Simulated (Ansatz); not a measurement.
`SC1=NC1`. Charge 0, multiplicity 1. All single points use the PBE0-D4/def2-TZVP geometry. It is one conformer, not always the lowest.

```xyz
7

S    -1.181    0.646    1.554
C     0.005    0.453    0.338
N     1.010    1.044   -0.120
C     0.599   -0.279   -0.751
H    -1.828   -0.495    1.273
H     0.159   -0.233   -1.744
H     1.236   -1.137   -0.550
```

(1) What is the dipole moment at r2SCAN/def2-TZVPP? (An estimate is asked.)

(2) And with PBE, B3LYP, ωB97M-V? (Estimate.)

(3) Give the Mulliken charges with r2SCAN, ωB97M-V, B3LYP in def2-TZVPP. (Best estimate.)

Answers

(1) Computed: 2.99 D, with components (-2.07, -2.15, 0.25) D in this frame, pointing from negative to positive charge.

(2) Ansatz gave: PBE 2.91 D, B3LYP 3.00 D, ωB97M-V 2.99 D.

(3) Computed: 
```csv
atom,r2SCAN,ωB97M-V,B3LYP
S1,-0.03,-0.02,-0.03
C2,0.09,0.05,0.06
N3,-0.25,-0.21,-0.21
C4,-0.05,-0.16,-0.13
H5,0.11,0.12,0.12
H6,0.06,0.10,0.10
H7,0.06,0.10,0.10
```

B3LYP here is the variant with VWN-RPA as its local correlation; programs differ in this.
